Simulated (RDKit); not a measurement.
RDKit input (UFF):

```python
from rdkit import Chem
from rdkit.Chem import AllChem, rdDetermineBonds

mol = Chem.MolFromXYZFile('mol.xyz')
rdDetermineBonds.DetermineBonds(mol, charge=0)
print('SMILES', Chem.MolToSmiles(Chem.RemoveHs(mol)))
ff = AllChem.UFFGetMoleculeForceField(mol)
e0 = ff.CalcEnergy()
flag = ff.Minimize(maxIts=5000, forceTol=1e-5)
print(f'energy {e0:.4f} -> {ff.CalcEnergy():.4f} kcal/mol, converged: {flag == 0}')
print(Chem.MolToXYZBlock(mol))
```
mol.xyz:
```
5

C      0.00053452     0.00126565     0.33943617
H      0.00225136     0.00533085     1.42969220
F      0.00598628     1.25541479    -0.13307438
F      1.08434551    -0.63379114    -0.12772827
F     -1.09093829    -0.62305973    -0.12434282
```

Output:

```
SMILES FC(F)F
energy 2.4136 -> 0.0000 kcal/mol, converged: True
5

C      0.000522    0.001235    0.331225
H      0.002268    0.005371    1.440616
F      0.006215    1.301999   -0.134153
F      1.124576   -0.657287   -0.128608
F     -1.131401   -0.646158   -0.125098
```
